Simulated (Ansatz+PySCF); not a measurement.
Results of a calculation; reference values are marked as such.
Input for PySCF 2.14.0:

```python
from pyscf import gto, scf, cc

mol = gto.M(atom="""
B 0.000000 0.000000 0.000000
Cl 0.961040 1.281390 2.774280
""", basis='sto-3g', charge=-1, spin=1)
mf = scf.UHF(mol)
mf.kernel()
mycc = cc.CCSD(mf, frozen=6).run()
et = mycc.ccsd_t()
print(mf.e_tot, mycc.e_corr, et, mycc.e_tot + et)
```

The script is written out from the run's settings.

Results

- Converged: yes
- Reference energy: -478.64090 hartree
- CCSD correlation energy: -0.03834 hartree
- Triples correction: 0.00000 hartree
- Total energy: -478.67924 hartree
- Spin squared of the determinant: 0.759

Caution: no diffuse functions for an anion.
